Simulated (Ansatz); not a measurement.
# CH₅AlO: single points off equilibrium

The task here is to estimate one member of a computed series from the others.

The runs use Ansatz 0.2.0, Gaussian basis; single points in def2-TZVPP.

Correlated methods freeze the cores.

### Where the work starts

SMILES `[CH3][AlH][OH]`, 8 atoms, charge 0, spin multiplicity 1.

Atoms are counted from 1 here; the program's logs count them from 0.

Bond lengths: C1–Al2 2.134 Å, C1–H4 1.330 Å, C1–H5 1.273 Å, C1–H6 1.111 Å, Al2–O3 1.806 Å, Al2–H7 1.593 Å, O3–H8 0.929 Å. Angles: Al2–C1–H4 113.0°, Al2–C1–H5 115.7°, Al2–C1–H6 113.7°, H4–C1–H5 101.5°, H4–C1–H6 98.8°, H5–C1–H6 112.2°, C1–Al2–O3 120.7°, C1–Al2–H7 123.3°, O3–Al2–H7 114.9°, Al2–O3–H8 176.6°.

Geometry (Å):

```xyz
8
charge 0, multiplicity 1
C    -0.7930    1.0176   -0.0827
Al    0.7299   -0.4473   -0.3827
O     0.9444   -1.8067    0.7870
H    -0.3748    2.0667    0.6194
H    -1.7970    0.6374    0.6015
H    -1.0947    1.5452   -1.0125
H     1.5336   -0.6063   -1.7493
H     1.0987   -2.4800    1.4085
```

The first run:

run/in.yaml

```yaml
crystal:
  periodic: [false, false, false]
  atoms:
    - {symbol: C, position_ang: [-0.793000, 1.017600, -0.082700]}
    - {symbol: Al, position_ang: [0.729900, -0.447300, -0.382700]}
    - {symbol: O, position_ang: [0.944400, -1.806700, 0.787000]}
    - {symbol: H, position_ang: [-0.374800, 2.066700, 0.619400]}
    - {symbol: H, position_ang: [-1.797000, 0.637400, 0.601500]}
    - {symbol: H, position_ang: [-1.094700, 1.545200, -1.012500]}
    - {symbol: H, position_ang: [1.533600, -0.606300, -1.749300]}
    - {symbol: H, position_ang: [1.098700, -2.480000, 1.408500]}
basis:
  gaussian: {orbitals: def2-TZVPP}
correlation: {method: ccsd_t}
output: {forces: true}
```

No record of the launch command was kept for these runs.

Among the steps run: CCSD(T)/def2-TZVPP; PBE0-D4/def2-TZVPP; wB97M-V/def2-TZVPP; r2SCAN-D4/def2-TZVPP; PBE-D4/def2-TZVPP; CAM-B3LYP-D4/def2-TZVPP; HSE06-D4/def2-TZVPP.

One table of the session follows, with a row left open; its other results are not shown here.

```
      method  RMS force component (eV/Å)  angle to CCSD(T) forces (°)  dipole (D)
     CCSD(T)                       1.684                    reference        0.49
     PBE0-D4                       1.714                          1.2        0.47
     wB97M-V                           ?                            ?           ?
   r2SCAN-D4                       1.697                          1.1        0.49
      PBE-D4                       1.659                          5.2        0.48
CAM-B3LYP-D4                       1.736                          1.3        0.47
    HSE06-D4                       1.713                          1.1        0.47
```

Estimate the missing values for wB97M-V.

The run gave: RMS force component (eV/Å): 1.708; angle to CCSD(T) forces (°): 2.1; dipole (D): 0.48. In the column «RMS force component (eV/Å)» it lies between r2SCAN-D4 (1.697) and HSE06-D4 (1.713).
